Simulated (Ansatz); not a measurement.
**Relaxing Al**

The calculation used DFT r2SCAN, scalar-relativistic, plane waves, PAW (Ansatz). Cutoff 500 eV, Γ-centred k mesh, Gaussian smearing, no spin polarisation in the final step.

Al was placed on the omega structure type (P6/mmm, No. 191), at a guessed volume.

```xyz
3
Lattice="4.7643 0.0000 0.0000 -2.3822 4.1260 0.0000 0.0000 0.0000 2.9207" Properties=species:S:1:pos:R:3 pbc="T T T"
Al    0.0000    0.0000    0.0000
Al    0.0000    2.7507    1.4604
Al    2.3822    1.3753    1.4604
```

Cell and atoms relax at zero pressure; the relaxation can't lower the symmetry of the start. After a coarse first stage the cell is made exact in the group found at 0.06 Å.

Energies count from the standard state of Al at the same level.

(1) Describe the relaxed structure.

(2) What are its volume, energy, density and gap?

Results:

(1) It keeps P6/mmm (No. 191). The result has the omega structure. Conventional cell: a = 4.547 Å, c = 2.758 Å. Al on Wyckoff site a (1 atom of the primitive cell) has 2 Al at 2.76 Å and 12 Al at 2.97 Å; Al on Wyckoff site d (2 atoms of the primitive cell) has 5 Al at 2.63–2.76 Å and 6 Al at 2.97 Å.

```cif
data_structure
_symmetry_space_group_name_H-M 'P6/mmm'
_symmetry_Int_Tables_number 191
_cell_length_a 4.5473
_cell_length_b 4.5473
_cell_length_c 2.7578
_cell_angle_alpha 90.000
_cell_angle_beta 90.000
_cell_angle_gamma 120.000
_cell_volume 49.39
loop_
_atom_site_label
_atom_site_type_symbol
_atom_site_symmetry_multiplicity
_atom_site_Wyckoff_symbol
_atom_site_fract_x
_atom_site_fract_y
_atom_site_fract_z
_atom_site_occupancy
Al1 Al 1 a 0.00000 0.00000 0.00000 1
Al2 Al 2 d 0.33333 0.66667 0.50000 1
```

(2) The volume per atom is 16.46 Å³ and the density is 2.72 g/cm³. The energy over the standard structure is 0.14 eV/atom. The gap on the 12×12×16 mesh is 0 eV (a metal).

The final run used a 12×12×16 mesh on its 3-atom cell and 0.10 eV smearing. The k mesh leaves about 4 meV/atom of noise in metals. A structure relaxed within its symmetry needn't be a true minimum. The steps took roughly 70 core-seconds in all.